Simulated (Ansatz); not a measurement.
This script makes vertical spin-state energies of C3H7NO, SMILES C=C(N)CO with Ansatz 0.2.0, Python API.

Input file `c3h7no.xyz`:
```text
12

C    -1.14480    1.05780    0.04500
C    -0.25550    0.16590   -0.15910
N     0.28460   -0.06030   -1.41400
C     0.36130   -0.64160    0.99900
O     1.69240   -0.84780    0.81240
H    -1.56150    1.73150   -0.78400
H    -1.58740    1.29170    1.02030
H     0.64910   -1.01580   -1.52470
H    -0.25930    0.26880   -2.13300
H    -0.18590   -1.63630    1.04560
H     0.11460   -0.15820    1.98670
H     1.96950   -0.21100    0.13980
```

`spin_c3h7no.py`
```python
"""Vertical spin-state energies of C3H7NO."""

import warnings

import ansatz

warnings.simplefilter("ignore", ansatz.DeckWarning)

molecule = ansatz.Crystal.molecule_from_extxyz("c3h7no.xyz")

model = molecule.calculation().basis(gaussian="def2-TZVP").functional("PBE")
found = {}
for unpaired in [0, 2]:
    summary = model.spin("collinear", total=unpaired).run(threads=1, pin="off").report
    s = unpaired / 2
    found[unpaired] = summary["free_energy_ev"]
    print(f"2S+1 = {unpaired + 1}: E = {found[unpaired]:.5f} eV, <S^2> = {abs(summary['mean_field']['state']['spin_squared']):.3f} (pure state {s * (s + 1):.2f})")
lowest = min(found, key=found.get)
for unpaired, e in found.items():
    print(f"multiplicity {unpaired + 1}: {(e - found[lowest]):.3f} eV above the lowest")
```

Which spin state is lowest at this geometry, and how far above lie the others?

In order: multiplicity 1 (+0.00 eV) and multiplicity 3 (+4.38 eV), all at the one geometry.

The run itself:

Running `python spin_c3h7no.py` prints:
```text
2S+1 = 1: E = -6755.38793 eV, <S^2> = 0.000 (pure state 0.00)
2S+1 = 3: E = -6751.00871 eV, <S^2> = 2.005 (pure state 2.00)
multiplicity 1: 0.000 eV above the lowest
multiplicity 3: 4.379 eV above the lowest
```

Reading the output:
- Total energies depend on the basis set; only differences at equal settings carry meaning.
- The geometry is a force-field or estimated start, not a minimum of this method, and the basis set is short of its limit. All parts are taken at fixed geometry, without zero-point energy.
- Wall time of the script: 23 s on 1 thread of Arm Neoverse V1, with other jobs on the host, peak memory 0.38 GiB.
